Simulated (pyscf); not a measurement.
Optimised with ωB97X-D3(BJ)/def2-SVP in PySCF.

Problem. For the elementary gas-phase step `[OH2]` + `[OH][P][OH]` [doublet] → `[OH][P]([OH])[OH]` + `[H]` [doublet] (doublet surface; H–O broken, O–P formed), what barrier and reaction energy does ωB97M-D3(BJ)/def2-TZVP give, measured from the separated reactants?

Solution. ΔE‡ = 162.0 kJ/mol, ΔE = +55.6 kJ/mol. Zero-point energy shifts the barrier by -11.8 kJ/mol. It is a substitution at O, with an imaginary mode of 1837i cm⁻¹. On the reactant side the descent ends in a bound adduct, 34.5 kJ/mol under the separated species and 207.9 kJ/mol under the saddle at ωB97X-D3(BJ)/def2-TZVP. At ωB97X-D3(BJ) the barrier from the zero used here is 173.4 kJ/mol. One saddle was located; it need not be the lowest between these sides. The angle at the attacked O is 156°.
